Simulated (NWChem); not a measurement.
# Correlation energy of water (H2O)

```xyz
3

O      0.0000     0.0000     0.1226
H      0.7577     0.0000    -0.4905
H     -0.7577     0.0000    -0.4905
```
Charge 0, spin multiplicity 1.

All runs are NWChem calculations. All single points use one geometry, from PBE/def2-SVP, a minimum by its harmonic frequencies.

Basis set: cc-pVTZ. Each correlation energy counts from its own Hartree-Fock reference.

```
method        correlation energy (mHa)  difference from CCSD(T)
------------  ------------------------  -----------------------
RI-MP2                          -263.0                    +13.6
MP2                             -263.0                    +13.6
SCS-MP2                         -260.2                    +16.3
CR-CCSD[T]                      -275.7                     +0.8
CR-CCSD(T)                      -275.6                     +1.0
CCSD                            -268.7                     +7.8
CCSD+T(CCSD)                    -276.8                     -0.2
CCSD(T)                         -276.6                      0.0
```

The values span 16.5 mHa, from CCSD+T(CCSD) (lowest) to SCS-MP2 (highest). 

The correlated methods keep 1 core orbital frozen. No row is a measurement; the coupled-cluster row has its own basis-set and correlation limits.
